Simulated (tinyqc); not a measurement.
Pariser-Parr-Pople SCF with singles CI, for the molecule C=CC1=CC1=C (SMILES; centres numbered as the heavy atoms are written), step by step. Computed by tinyqc, a small Python program that keeps every step. Settings: charge = 0, gamma = MN, start = core, damping = 0.3, iteration cap = 68, excitations kept = 4. Command: `OMP_NUM_THREADS=1 python tinyqc.py 26629 26630 out.jsonl` (the two numbers bound the seeds that draw the settings). One thread of a shared host (Intel(R) Xeon(R) Processor @ 2.60GHz), about 0.03 s of CPU time with the checks. Later iterations appear only in the table of the cycle.

## PPP integrals

Centres (angstrom, eV; a flat drawing with bonds scaled to 1.40 angstrom):
```
centre          x          y  core charge z          W   gamma_rr
1C       2.177000  -0.868000              1  11.160000  11.130000
2C       1.576000   0.396000              1  11.160000  11.130000
3C       0.181000   0.508000              1  11.160000  11.130000
4C      -0.972000   1.303000              1  11.160000  11.130000
5C      -1.084000  -0.093000              1  11.160000  11.130000
6C      -1.878000  -1.246000              1  11.160000  11.130000
```

Resonance integrals (eV):
```
i  j       beta
1  2  -2.390000
2  3  -2.390000
3  4  -2.390000
4  5  -2.390000
5  6  -2.390000
5  3  -2.390000
```

Mataga-Nishimoto: gamma = 14.399645/(R + a), a = 2 x 14.399645/(gamma_rr + gamma_ss); H_rr = -W_r - sum_(s != r) z_s gamma_rs; H_rs = beta for bonds.

repulsion gamma_rs (eV), lower triangle:
```
           1C         2C         3C         4C         5C         6C
1C  11.130000
2C   5.346321  11.130000
3C   3.872848   5.346553  11.130000
4C   2.813192   3.601365   5.344523  11.130000
5C   3.099634   3.601403   5.344529   5.344575  11.130000
6C   2.683323   2.813419   3.601191   3.600818   5.345649  11.130000
```

core matrix H (eV), lower triangle:
```
            1C          2C          3C          4C          5C          6C
1C  -28.975318
2C   -2.390000  -31.869062
3C    0.000000   -2.390000  -34.669644
4C    0.000000    0.000000   -2.390000  -31.864473
5C    0.000000    0.000000   -2.390000   -2.390000  -33.895790
6C    0.000000    0.000000    0.000000    0.000000   -2.390000  -29.204400
```

## Starting guess

pi electrons, sum of z_r less the charge = 6

Orbitals of the core matrix H.

P at the start, lower triangle:
```
           1C         2C         3C         4C        5C        6C
1C   0.475736
2C   0.751139   1.350646
3C  -0.034548   0.404940   1.457271
4C  -0.347746  -0.371062   0.722032   0.678550
5C   0.083859  -0.031366   0.024368   0.326694  1.553891
6C   0.178280   0.100948  -0.322195  -0.099988  0.760175  0.483907
```

## Iteration 1: Fock matrix

F_rr = H_rr + P_rr gamma_rr / 2 + sum_(s != r) P_ss gamma_rs; F_rs = H_rs - P_rs gamma_rs / 2; E = tr P (H + F) / 2 + core repulsion sum_(r<s) z_r z_s gamma_rs.

F (eV), lower triangle:
```
           1C         2C         3C         4C         5C         6C
1C  -5.439211
2C  -4.397916  -4.616578
3C   0.066900  -3.472516  -3.822198
4C   0.489138   0.668164  -4.319457  -4.050073
5C  -0.129967   0.056481  -2.455117  -3.263020  -4.907777
6C  -0.239191  -0.142004   0.580142   0.180019  -4.421815  -5.437173
```

pi energy = -69.982710 eV

## Iteration 1: orbitals and new P

Diagonalise F (the basis is taken as orthonormal) and form P = 2 sum c c over the lowest orbitals; 0.3 of the old P is kept.

orbital energies (eV): -12.192875  -9.820431  -7.468678  -1.858729  0.698935  2.368765

P after iteration 1, lower triangle:
```
           1C         2C         3C         4C        5C        6C
1C   0.856882
2C   0.863985   1.078371
3C   0.027977   0.399990   1.078240
4C  -0.350635  -0.128845   0.769266   0.810637
5C  -0.008851  -0.030152   0.217134   0.407617  1.119016
6C   0.190006  -0.025496  -0.337561  -0.168202  0.816531  1.056854
```

## Iteration 2: Fock matrix

As before.

F (eV), lower triangle:
```
           1C         2C         3C         4C         5C         6C
1C  -5.680692
2C  -4.699570  -5.599091
3C  -0.054176  -3.459284  -5.466082
4C   0.493202   0.232009  -4.445680  -5.510216
5C   0.013718   0.054295  -2.970238  -3.479270  -5.384033
6C  -0.254924   0.035866   0.607811   0.302832  -4.572443  -5.206037
```

pi energy = -73.714708 eV

## Iteration 2: orbitals and new P

As before.

orbital energies (eV): -13.804910  -10.662849  -7.886854  -2.173253  0.450990  1.230725

P after iteration 2, lower triangle:
```
           1C         2C         3C         4C        5C        6C
1C   0.939564
2C   0.898640   1.027990
3C   0.041859   0.396404   0.970196
4C  -0.349121  -0.062392   0.794264   0.859191
5C  -0.028573  -0.043206   0.266652   0.410046  1.015363
6C   0.196685  -0.062052  -0.328247  -0.200653  0.848560  1.187697
```

## Convergence

Stop when output and input P, before any damping, agree to 1e-7.

Course of the cycle:
```
iteration        E (eV)  largest |P(out) - P(in)|
1          -69.98270980                  8.18e-01
2          -73.71470756                  1.87e-01
3          -74.81798735                  4.88e-02
4          -75.15683633                  1.74e-02
5          -75.26184117                  1.08e-02
6          -75.29466381                  7.29e-03
7          -75.30506345                  4.82e-03
8          -75.30842501                  3.20e-03
9          -75.30954169                  2.18e-03
10         -75.30992578                  1.49e-03
11         -75.31006343                  1.01e-03
...                 ...                       ...
25         -75.31014962                  4.47e-06
26         -75.31014962                  3.03e-06
27         -75.31014962                  2.06e-06
28         -75.31014962                  1.40e-06
29         -75.31014962                  9.48e-07
30         -75.31014962                  6.43e-07
31         -75.31014962                  4.37e-07
32         -75.31014962                  2.96e-07
33         -75.31014962                  2.01e-07
34         -75.31014962                  1.37e-07
35         -75.31014962                  9.27e-08
```

Converged in 35 iterations.

## Converged orbitals

Charges are z - P_rr.

orbital energies (eV): -14.353581  -10.973172  -8.111645  -2.246727  0.286253  1.084640

coefficients:
```
         MO1        MO2        MO3        MO4        MO5        MO6
1C  0.157538   0.606698   0.297058   0.586003  -0.309231  -0.282545
2C  0.313330   0.637456   0.079178  -0.354804   0.411860   0.440103
3C  0.578357   0.056698  -0.344498  -0.443706  -0.306486  -0.502794
4C  0.495740  -0.215524  -0.395495   0.559879   0.487071   0.025935
5C  0.504967  -0.337288   0.353281   0.049986  -0.462478   0.538565
6C  0.204351  -0.249276   0.711045  -0.133704   0.435534  -0.427727
```

pi charges: 1C 0.037710, 2C -0.021589, 3C 0.087220, 4C 0.102750, 5C 0.012874, 6C -0.218965

## Singles CI, singlets

Over the 4 single excitations with the smallest orbital gaps: A = (e_a - e_i) delta + 2 (ia|jb) - (ij|ab), with (pq|rs) = sum c_mp c_mq gamma_mn c_nr c_ns. f = 2/3 w |mu|^2 in atomic units, mu = sqrt2 sum c_ia sum_m c_mi c_ma R_m.

singlet CI matrix (eV), lower triangle:
```
           3>4        3>5        2>4       3>6
3>4   2.982297
3>5  -0.257819   5.362349
2>4   0.505615   0.251215   5.770911
3>6  -0.129570  -0.318567  -0.403564  6.144278
```

singlet excitation energies (eV): 2.855308  5.280258  5.559981  6.564288

oscillator strengths: 0.197161  0.192272  0.480684  0.935853

## Singles CI, triplets

Over the 4 single excitations with the smallest orbital gaps: A = (e_a - e_i) delta - (ij|ab), with (pq|rs) = sum c_mp c_mq gamma_mn c_nr c_ns.

triplet CI matrix (eV), lower triangle:
```
           3>4       3>5       2>4       3>6
3>4   1.406967
3>5  -0.317385  3.062914
2>4  -0.681490  0.215878  3.216982
3>6  -0.613609  1.050949  0.532445  3.853731
```

triplet excitation energies (eV): 1.108050  2.314819  3.115765  5.001960
